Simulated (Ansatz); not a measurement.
**Si2 (disilicon): the energy, rung by rung**

Si2: 2 atoms, total charge 0, spin state triplet. SMILES: `[Si]=[Si]`. The shape is that of a GFN2-xTB optimisation.

```xyz
2

Si    0.0000    0.0000    0.0000
Si    0.0000    0.0000    2.1742
```

Quantity: the energy change with the Si1–Si2 bond stretched from 2.174 to 3.261 Å, in eV. The values are calculated.

```
          level                    kind  program  value (eV)  CPU time (all runs)
     UPBE/6-31G                     GGA   Ansatz        1.43                 17 s
 U-r2SCAN/6-31G                meta-GGA   Ansatz        1.63                 53 s
U-r2SCAN0/6-31G         hybrid meta-GGA   Ansatz        1.75                 32 s
U-wB97M-V/6-31G  range-separated hybrid   Ansatz        1.72                 80 s
  U-wB97X/6-31G  range-separated hybrid   Ansatz        1.71                 43 s
     UMP2/6-31G     perturbation theory   Ansatz        1.42                5.2 s
   UCCSDT/6-31G   coupled cluster or CI   Ansatz        1.48                9.2 s
  UCCSDTQ/6-31G   coupled cluster or CI   Ansatz        1.47              2.3 min
```

The first shape isn't each level's own minimum. The values span 1.42 to 1.75 eV. Spin contamination of the reference (⟨S²⟩ at least 0.1 too high) touches U-r2SCAN0/6-31G, U-wB97X/6-31G, UMP2/6-31G, UCCSDT/6-31G, UCCSDTQ/6-31G. The coupled-cluster rows rest on a doubtful reference here (large T1 or Brueckner and Hartree–Fock orbitals at odds), and rows may lie in different states. All rows use very small basis sets, so none should be taken for the real molecule's value. Times are those of the runs behind each value, whatever else they computed, on shared processors of several kinds: orders of magnitude only.
